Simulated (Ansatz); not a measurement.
fcc Pd was calculated with PBEsol (Ansatz, a first-principles code, plane waves, PAW).

Settings: plane-wave cutoff 500 eV, 32×32×32 k mesh, Fermi–Dirac smearing 0.1 eV, scalar-relativistic PAW data made under PBE.

Computed at the level's own relaxed cell.

### Question
What does this level give for the volume per atom and equilibrium lattice constant a?

### Answer

volume per atom: 14.58 Å³/atom
equilibrium lattice constant a: 3.878 Å

Measured, for comparison: equilibrium volume per atom 14.56 Å³/atom, lattice constant a 3.876 Å (static lattice: zero-point anharmonic expansion removed; as tabulated in Mejia-Rodriguez and Trickey (2018), arXiv:1807.09216). Computed (rounded) less measured: equilibrium volume per atom +0.1 %, lattice constant a +0.1 %.

Computed values are for the static lattice.

Computing time: about 50 core-seconds (a rough figure).
